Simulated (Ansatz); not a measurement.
Group exchange: C4H9N + H2O2 → C4H8O + H3NO

Gas-phase species: C4H9N `NC1CCC1`, singlet; H2O2 (hydrogen peroxide) `OO`, singlet; C4H8O (cyclobutanol) `OC1CCC1`, singlet; H3NO `NO`, singlet. The partners trade NH2 for OH: C–NH2 and O–OH bonds give way to C–OH and O–NH2.

Shapes, held fixed at every level: PBE0-D4/def2-TZVP. Flexible molecules stand in one conformer, not always the lowest. Programs: Ansatz 0.2.0. The zero-point and thermal change to 298 K, harmonic and unscaled (PBE0-D4/def2-TZVP), is +2.4 kJ/mol.

Problem. Estimate ΔH(298 K) of this reaction.

Solution. The highest level, CCSD(T)/CBS estimate, gives ΔH(298 K) = -99.3 kJ/mol; the levels span -99.9 to -96.9. The column of differences is taken from that level and isn't an error. No measured value is set beside it here. The CBS estimate extrapolates MP2 from def2-TZVPP and def2-QZVPP and adds CCSD(T) − MP2 in the triple-zeta set, cores frozen.

```tsv
level	kind	ΔH(298 K) (kJ/mol)	less CCSD(T)/CBS estimate
B3LYP-D4/def2-TZVPP	global hybrid	-96.9	+2.4
wB97M-V/def2-TZVPP	range-separated hybrid	-99.0	+0.3
wB97X-V/def2-TZVPP	range-separated hybrid	-99.5	-0.2
B2PLYP/def2-TZVPP	double hybrid	-99.9	-0.6
MP2/def2-SVP	perturbation theory	-99.5	-0.2
CCSD/def2-SVP	coupled cluster or CI	-99.2	+0.1
CCSD(T)/CBS estimate	coupled cluster or CI	-99.3	0.0
```
